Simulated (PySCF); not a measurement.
Compound: C5H11P.
SMILES with atom numbers: `[CH3:1][CH2:2][PH:3][CH:4]1[CH2:5][CH2:6]1`

Method: PySCF, delta-SCF UKS SCAN, pcX-2 on the ionised atom, pcseg-1 elsewhere, spin-free X2C. These are vertical core ionisation energies against the vacuum level, from separate self-consistent calculations with and without the core hole.

Some binding energies are withheld.

```csv
atom(s),bonded to,level,binding energy (eV)
C1,C and 3 H,C 1s,?
C2,"C, 2 H and P",C 1s,?
C4,"2 C, H and P",C 1s,?
C5/C6,2 C and 2 H,C 1s,290.55
P3,2 C and H,P 1s,2149.52
P3,2 C and H,P 2p3/2,135.91
```

Problem. What is the C 1s binding energy of C4?

Solution. 290.42 eV (sp3 carbon bound to phosphorus). The other listed C 1s value is that of C5/C6; the shift against it is -0.13 eV.

Problem. Fill in C 1s for C1.

Solution. 290.61 eV (methyl carbon). The other listed C 1s value is that of C5/C6; the shift against it is +0.06 eV.

Problem. What is the C 1s binding energy of C2?

Solution. 290.29 eV (sp3 carbon bound to phosphorus). The other listed C 1s value is that of C5/C6; the shift against it is -0.26 eV.

The listed C 1s values span 0.32 eV, from C2 (bonded to C, 2 H and P) to C1 (bonded to C and 3 H). The widest gap between neighbouring values is 0.13 eV, between 290.42 and 290.55 eV. Summing the Pauling electronegativity differences to the bonded atoms, each weighted by its formal bond order, gives -1.06 for the lowest site and -1.05 for the highest; the largest sum, -0.70, belongs to C5/C6, 0.06 eV below the top.

Problem. What is the longest wavelength that can ionise C 1s of C4 vertically?

Solution. λ = hc/E = 12398.42 eV Å / 290.42 eV = 42.691 Å.

Topologically equivalent atoms share the value of their first member; where this conformer doesn't relate them by symmetry, their own values could differ. Spin–orbit and ligand-field terms were added within each 2p shell after the spin-free SCF. 2p1/2 minus 2p3/2 (ligand field included): P 0.90 eV. Geometry: PBE0-D3(BJ)/def2-SVP, one conformer, isolated molecule.

Shape of the structure used: `[CH3:1][CH2:2][PH:3][CH:4]1[CH2:5][CH2:6]1`: C1–C2–P3–C4 168°, C2–P3–C4–C5 -64°.
